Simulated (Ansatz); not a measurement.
# C₃H₄FNO: a ladder of functionals and wavefunction methods

One table from this session's results is given with a row withheld; the runs are named, their logs left out.

Method: functionals in def2-TZVPP, the program's frozen cores in correlated methods; program: Ansatz 0.2.0, Gaussian basis.

Levels to be run: PBE-D4, r2SCAN-D4, PBE0-D4, B3LYP-D4, ωB97X-V, ωB97M-V, B2PLYP; CCSD(T)/def2-TZVPP; MP2/def2-QZVPP; extrapolation to the limit.

## The geometry

The geometry comes from an earlier relaxation with PBE0-D4 in a triple-zeta def2 set; it is a stationary point, not always the lowest conformer.

SMILES `N#CC(F)CO`, 10 atoms, charge 0, spin multiplicity 1.

Atoms are counted from 1 here; the program's logs count them from 0.

Bond lengths: N1–C2 1.148 Å, C2–C3 1.462 Å, C3–F4 1.382 Å, C3–C5 1.520 Å, C3–H7 1.095 Å, C5–O6 1.397 Å, C5–H8 1.097 Å, C5–H9 1.092 Å, O6–H10 0.962 Å. Angles: N1–C2–C3 177.6°, C2–C3–F4 109.5°, C2–C3–C5 111.5°, C2–C3–H7 109.5°, F4–C3–C5 108.7°, F4–C3–H7 107.6°, C5–C3–H7 110.0°, C3–C5–O6 110.8°, C3–C5–H8 108.6°, C3–C5–H9 108.8°, O6–C5–H8 112.6°, O6–C5–H9 107.7°, H8–C5–H9 108.2°, C5–O6–H10 108.4°.

Geometry (Å):

```mol
C3H4FNO
  3D, bonds by distance, orders not assigned

 10  9  0  0  0  0  0  0  0  0999 V2000
   -0.7365   -2.6796    0.7296 N   0  0
   -0.1914   -1.7374    0.3632 C   0  0
    0.4726   -0.5056   -0.0606 C   0  0
    0.7467   -0.5711   -1.4134 F   0  0
   -0.3957    0.7138    0.2035 C   0  0
    0.2833    1.8887   -0.1281 O   0  0
    1.4275   -0.4063    0.4652 H   0  0
   -1.3368    0.6002   -0.3494 H   0  0
   -0.6298    0.7558    1.2693 H   0  0
    0.4431    1.8901   -1.0765 H   0  0
  1  2  8  0
  2  3  8  0
  3  4  8  0
  3  5  8  0
  5  6  8  0
  3  7  8  0
  5  8  8  0
  5  9  8  0
  6 10  8  0
M  END
```

The first run:

in.yaml reads:

```yaml
crystal:
  periodic: [false, false, false]
  atoms:
    - {symbol: N, position_ang: [-0.736460, -2.679567, 0.729604]}
    - {symbol: C, position_ang: [-0.191370, -1.737417, 0.363242]}
    - {symbol: C, position_ang: [0.472638, -0.505588, -0.060587]}
    - {symbol: F, position_ang: [0.746657, -0.571078, -1.413351]}
    - {symbol: C, position_ang: [-0.395672, 0.713797, 0.203541]}
    - {symbol: O, position_ang: [0.283288, 1.888685, -0.128098]}
    - {symbol: H, position_ang: [1.427475, -0.406285, 0.465222]}
    - {symbol: H, position_ang: [-1.336774, 0.600225, -0.349375]}
    - {symbol: H, position_ang: [-0.629794, 0.755798, 1.269343]}
    - {symbol: H, position_ang: [0.443111, 1.890131, -1.076543]}
basis:
  gaussian: {orbitals: def2-TZVPP}
hamiltonian: {xc: pbe, dispersion: d4}
output: {forces: true, orbitals: {seedname: orbitals}}
```

On the command line:

```bash
ansatz run in.yaml --threads 4 --pin off --events-out ev --progress --plain --max-ram 10444MiB
```

Steps of the session up to this table: PBE-D4 (GGA); r2SCAN-D4 (meta-GGA); PBE0-D4 (hybrid); B3LYP-D4 (hybrid); ωB97X-V (range-separated); ωB97M-V (range-separated); B2PLYP (double hybrid); CCSD(T) in def2-TZVPP; MP2 in def2-QZVPP.

One of the session's tables, all rows but one given; the rest of the session is left out.

| method | atomisation energy (kcal/mol) |
| --- | --- |
| PBE-D4 | 1051.8 |
| r2SCAN-D4 | 1010.5 |
| PBE0-D4 | 1016.4 |
| B3LYP-D4 | 1009.9 |
| ωB97X-V | 1012.4 |
| ωB97M-V | 1014.6 |
| B2PLYP | ? |
| HF/def2-TZVPP | 686.3 |
| MP2/def2-TZVPP | 1013.9 |
| CCSD/def2-TZVPP | 959.2 |
| CCSD(T)/def2-TZVPP | 980.5 |
| MP2/CBS | 1042.7 |
| CCSD(T)/CBS | 1009.3 |

Q: Estimate the row for B2PLYP from the others.

The run gave: atomisation energy (kcal/mol): 1002.7. In the column «atomisation energy (kcal/mol)» it lies between CCSD(T)/def2-TZVPP (980.5) and CCSD(T)/CBS (1009.3).
